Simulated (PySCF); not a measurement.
**H2CO: breathing scan**

Method: B3LYP/[C def2-TZVP, O def2-TZVP, H def2-TZVP], no relativity, density fitting, PySCF.

Rigid scan from the singlet minimum (C–H 1.107 Å (×2), C–O 1.199 Å; H–C–H 115.9°, H–C–O 122.0° (×2)). Coordinate: all bonds to the central atom scaled together. Energies in kJ/mol from the minimum.

```
scale of all bonds to the centre  E (kJ/mol)  dipole size (D)
                            0.88       204.0             1.85
                            0.92        81.7             2.01
                            0.96        18.4             2.17
                            1.00         0.0             2.33
                            1.04        15.2             2.48
                            1.08        55.2             2.63
                            1.14       147.7             2.85
                            1.22       306.8             3.12
                            1.35       596.0             3.51
```

At long bonds a restricted determinant can lie too high, and another spin state can fall below this curve.
